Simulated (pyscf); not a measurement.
`[B][Cl]` [singlet] + `[SiH4]` → `[BH]` [singlet] + `[SiH3][Cl]` (four-centre exchange; singlet surface; B–Cl, H–Si broken, B–H, Cl–Si formed). PySCF, gas phase, ωB97X-D3(BJ)/def2-SVP geometries. Correlated levels are frozen-core, on RHF or UHF. ΔMP2 is the change of the MP2 total energy from the triple- to the quadruple-zeta basis. Energies in kcal/mol from the separated reactants.

```json
[
 {"level": "PBE/def2-TZVP", "barrier": "26.3", "reaction energy": "+28.7"},
 {"level": "r²SCAN/def2-TZVP", "barrier": "28.1", "reaction energy": "+27.6"},
 {"level": "B3LYP-D3(BJ)/def2-TZVP", "barrier": "32.3", "reaction energy": "+24.7"},
 {"level": "HF/def2-TZVP", "barrier": "52.0", "reaction energy": "+17.9"},
 {"level": "MP2/def2-QZVPP", "barrier": "33.9", "reaction energy": "+23.4"},
 {"level": "CCSD/def2-TZVPP", "barrier": "___", "reaction energy": "+21.9"},
 {"level": "CCSD(T)/def2-TZVPP + ΔMP2(QZVPP)", "barrier": "___", "reaction energy": "___"}
]
```

### Question
Fill in the missing entries.

### Answer

- CCSD/def2-TZVPP, barrier: 39.1
- CCSD(T)/def2-TZVPP + ΔMP2(QZVPP), barrier: 35.2
- CCSD(T)/def2-TZVPP + ΔMP2(QZVPP), reaction energy: +22.9

Of the functionals in the table, B3LYP-D3(BJ) is closest to CCSD(T)/def2-TZVPP + ΔMP2(QZVPP) in the barrier (2.8 kcal/mol apart) and PBE least close (8.9 kcal/mol); that level has limits of its own. On the product side the descent ends in a complex, 4.1 kcal/mol under the separated species and 13.3 kcal/mol under the saddle at ωB97X-D3(BJ)/def2-TZVP. At PBE the saddle lies under the separated products, which points to a path from their complex (located at ωB97X-D3(BJ) alone), and parting the products costs more than the saddle. At ωB97X-D3(BJ) the barrier from the zero used here is 31.7 kcal/mol. The same reactants have a lower exit, to H₃Si–BH–Cl (barrier +11.9 kcal/mol at ωB97M-D3(BJ), against +34.7 kcal/mol here). One saddle was located; it need not be the lowest between these sides. The CCSD(T) − MP2 part came from Ansatz, without density fitting, on the same reference.
